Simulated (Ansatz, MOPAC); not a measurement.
System: [dimethyl(phosphanyl)silyl]phosphane, C2H10P2Si, charge 0, multiplicity 1. SMILES: C[Si](C)(P)P
Geometry: optimised at B3LYP-D3(BJ)/def2-TZVP (Ansatz, a program for electronic structure).

PM6 beside other levels, property by property. Set-up: open shells spin-unrestricted; no spin-orbit coupling; valence correlation only; no dispersion term unless named; non-relativistic. Basis-set limits of correlation are two-point, X^-3; Hartree-Fock from the larger set. First-principles rows: single points at B3LYP-D3(BJ) geometries (Ansatz), with unscaled harmonic terms from B3LYP/6-31G* (Ansatz) at its own minima, enthalpies of formation by atomisation with measured atoms. Semi-empirical rows: MOPAC heats of formation at their own minima for 298 K.

Coupled cluster (Ansatz) is a level with limits of its own, used here on species with T1 under 0.025 (0.045 for open shells) and stable references: CCSD(T)/CBS(cc-pV(T+d)Z,cc-pV(Q+d)Z).

```
property                                                                          PM6 (MOPAC)  B3LYP/STO-3G (Ansatz)  PBE0/def2-TZVPD (Ansatz)  wB97M-V/def2-TZVPD (Ansatz)        to compare with
--------------------------------------------------------------------------------  -----------  ---------------------  ------------------------  ---------------------------  ---------------------
H-P bond dissociation enthalpy at 298 K, to C[Si](C)([PH])P + H atom (kcal/mol)          81.7                  106.4                      77.5                         81.6   81.7 coupled cluster
C-H bond dissociation enthalpy at 298 K, to [CH2][Si](C)(P)P + H atom (kcal/mol)         87.3                  128.8                      96.6                        100.4  100.7 coupled cluster
C-Si bond dissociation enthalpy at 298 K, to [CH3] (CH3) + C[Si](P)P (kcal/mol)          73.8                  113.7                      83.4                         90.3   89.2 coupled cluster
P-Si bond dissociation enthalpy at 298 K, to C[Si](C)P + [PH2] (PH2) (kcal/mol)         197.0                   91.1                      69.2                         75.2   74.5 coupled cluster
enthalpy of formation at 298 K (kcal/mol)                                              -276.8                 -343.2                     -16.7                        -31.6  -25.2 coupled cluster
```

As the rows show:
- H-P bond dissociation enthalpy at 298 K, to C[Si](C)([PH])P + H atom: PM6 equals coupled cluster.
- C-H bond dissociation enthalpy at 298 K, to [CH2][Si](C)(P)P + H atom: PM6 lies 13.4 kcal/mol below coupled cluster.
- C-Si bond dissociation enthalpy at 298 K, to [CH3] (CH3) + C[Si](P)P: PM6 lies 15.4 kcal/mol below coupled cluster.
- P-Si bond dissociation enthalpy at 298 K, to C[Si](C)P + [PH2] (PH2): PM6 lies 122.5 kcal/mol above coupled cluster.
- enthalpy of formation at 298 K: PM6 lies 251.6 kcal/mol below coupled cluster.

The properties are those with a value to compare with, at most eight drawn at random. No case is left out for the size of its miss. Left out are saddle points of the reference geometry, anions that the best level run finds unbound, excited spin states, species near biochemistry, 298 K rows of species without real B3LYP wavenumbers, cases with under five habitual levels, runs that failed or that the program found above a lower state of the same kind, table entries that another table contradicts, and a share of species set aside by lot.
